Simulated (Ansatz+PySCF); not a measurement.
## doublet CH4NO: levels of theory in one basis

```csv
atom,x (Å),y (Å),z (Å)
C,-0.1789,1.4452,0.0000
H,0.3975,1.5365,0.9328
H,0.3975,1.5365,-0.9328
O,-1.3724,1.2613,0.0000
N,0.8054,-1.2796,0.0000
H,-0.1776,-1.5688,0.0000
H,1.3238,-2.1627,0.0000
```

Basis set: cc-pVTZ (spherical functions). Left uncorrelated: 3 orbitals. Correlation on ROHF uses semicanonical orbitals with singles. Charge 0, multiplicity 2.

Computed with Ansatz (development build ahead of 0.2.0) and PySCF 2.14.0; each method stands on the lowest determinant of its kind that the runs found.

```tsv
method	E − E(ROHF) (eV)	<S²> of the determinant
ROHF	0.00	0.75
UHF	-0.13	0.76
ROHF-MP2	-15.97	–
UHF-MP2	-15.96	0.76
```
